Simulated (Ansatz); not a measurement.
Molecule: thiophene, C4H4S, charge 0, multiplicity 1. SMILES: c1ccsc1
Geometry from a B3LYP-D3(BJ)/def2-TZVP (Ansatz, a program for electronic structure) optimisation:
```
C
C 1 1.3651
H 2 1.0774 1 128.21
H 1 1.0803 2 123.42 3 0.00
C 1 1.4223 4 124.03 2 180.00
C 5 1.3651 1 112.56 4 -180.00
H 6 1.0774 5 128.21 1 -180.00
H 5 1.0803 6 123.42 7 0.00
S 6 1.7182 7 120.29 5 -180.00
```

Quantity: enthalpy of formation at 298 K, in kcal/mol. Set-up: non-relativistic; no dispersion term unless named; UHF or UKS for open shells; 6-31G* and kin with 6d, 5d where marked; spin-orbit terms left out; LANL2DZ with its own core potentials from Na on; 6-311+G** with 5d, 6d on Na to Ar in Ansatz. Ab initio and DFT rows: single points at B3LYP-D3(BJ) geometries (Ansatz), with unscaled harmonic terms from B3LYP/6-31G* at its own minima, enthalpies of formation by atomisation with measured atoms.

Measured values: G2/97 table in ASE (Curtiss et al.); they hold spin-orbit and core effects, anharmonicity. 

Value to compare with, the measured value: 27.5 kcal/mol.

```json
[
 {"level": "B3LYP/STO-3G", "program": "Ansatz", "enthalpy of formation at 298 K (kcal/mol)": "-113.6", "error": "-141.1"},
 {"level": "B3LYP/3-21G", "program": "Ansatz", "enthalpy of formation at 298 K (kcal/mol)": "77.8", "error": "50.3"},
 {"level": "B3LYP/LANL2DZ", "program": "Ansatz", "enthalpy of formation at 298 K (kcal/mol)": "97.0", "error": "69.5"},
 {"level": "B3LYP/6-31G", "program": "Ansatz", "enthalpy of formation at 298 K (kcal/mol)": "81.7", "error": "54.2"},
 {"level": "B3LYP/6-31G*", "program": "Ansatz", "enthalpy of formation at 298 K (kcal/mol)": "42.9", "error": "15.4"},
 {"level": "B3LYP/6-31+G*", "program": "Ansatz", "enthalpy of formation at 298 K (kcal/mol)": "51.3", "error": "23.8"},
 {"level": "B3LYP/6-31G**", "program": "Ansatz", "enthalpy of formation at 298 K (kcal/mol)": "38.7", "error": "11.2"},
 {"level": "B3LYP/def2-SVP", "program": "Ansatz", "enthalpy of formation at 298 K (kcal/mol)": "31.8", "error": "4.3"},
 {"level": "B3LYP/cc-pVDZ", "program": "Ansatz", "enthalpy of formation at 298 K (kcal/mol)": "53.8", "error": "26.3"},
 {"level": "B3LYP/6-311+G**", "program": "Ansatz", "enthalpy of formation at 298 K (kcal/mol)": "48.6", "error": "21.1"},
 {"level": "B3LYP/def2-TZVPD", "program": "Ansatz", "enthalpy of formation at 298 K (kcal/mol)": "37.6", "error": "10.1"}
]
```

Among the 10 habitual levels, B3LYP/STO-3G lies farthest from the measured value (-141.1 kcal/mol) and B3LYP/def2-SVP nearest (4.3); 9 of 10 lie above it, and their mean absolute error is 41.7 kcal/mol, the median 25.1. One case shows no general order.

The sets are all those run for this method; runs whose electronic state is in doubt are left out.
